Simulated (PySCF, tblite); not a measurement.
**C₄H₅F₂ radical: geometry, infrared bands and EPR parameters**

Wanted: the infrared bands and EPR parameters of C₄H₅F₂ radical (`C/C(=[C]/F)CF`), by calculation.

Computed with tblite 0.8.0 and PySCF 2.14.0, with density-fitted response routines of our own, on a single molecule in the gas phase. Atoms are numbered from 0 throughout.

## Step 1: The starting structure

11 atoms, charge 0, multiplicity 2; geometry from: force field or distance geometry start.

Bonds of the start (Å): C0–C1 1.51, C1–C2 1.32, C2–F3 1.38, C1–C4 1.51, C4–F5 1.40, C0–H6 1.11, C0–H7 1.10, C0–H8 1.12, C4–H9 1.10, C4–H10 1.11.

## Step 2: Optimising the geometry with GFN2-xTB

What the job is given:

```
{"job": {"kind": "relax", "xc": "GFN2-xTB", "basis": "xTB"}, "charge": 0, "multiplicity": 2}
C      1.438000    -0.136700    -0.109300
C      0.007900     0.336300    -0.135700
C     -0.214900     1.533300    -0.641900
F     -1.484100     2.072200    -0.721600
C     -1.100600    -0.516600     0.423000
F     -1.113500    -1.704500    -0.325700
H      1.442100    -1.221500     0.136300
H      1.873800     0.040000    -1.104200
H      2.048800     0.362500     0.679200
H     -0.825900    -0.783000     1.452200
H     -2.066100     0.020600     0.321800
```

On the command line:

```sh
OMP_NUM_THREADS=1 python probes_run.py task.json out
```

The driver reads the jobs from task.json and runs them one after another.

**Question.** This job is followed by: GFN2-xTB harmonic vibrations, gas phase; UKS B3LYP, pcH-1 on C F H, non-relativistic, mean-field spin-orbit, GIAO. What will the session give for the following? strongest single infrared mode (GFN2-xTB); zero-point energy (GFN2-xTB); g(iso) (B3LYP); ⟨S²⟩; largest a(iso) (averaged by class); surface potential, 1st and 99th percentile.

As calculated:

| quantity | value |
| --- | --- |
| strongest single infrared mode (GFN2-xTB) | 1034 cm⁻¹, 124 km/mol |
| zero-point energy (GFN2-xTB) | 49.2 kcal/mol |
| g(iso) (B3LYP) | 2.00289 |
| ⟨S²⟩ | 0.759 (exact 0.75) |
| largest a(iso) (averaged by class) | 13C on C2, 549.6 MHz |
| surface potential, 1st and 99th percentile | -0.92 V and 1.03 V |

Relaxing lowered the energy by 0.281 eV in 61 steps; the close pair that moved most is C2–F3, from 1.381 to 1.323 Å. All 27 modes are real, so the xTB geometry is a minimum. The strongest single mode, at 1034 cm⁻¹, moves mainly C4 and F5. GFN2-xTB is a fitted tight-binding method: band positions and strengths are rough. Its intensities can rank the bands wrongly. Most of the unpaired spin sits on C2 (0.95 e). The isotropic g lies 0.6 ppt above the free-electron value.
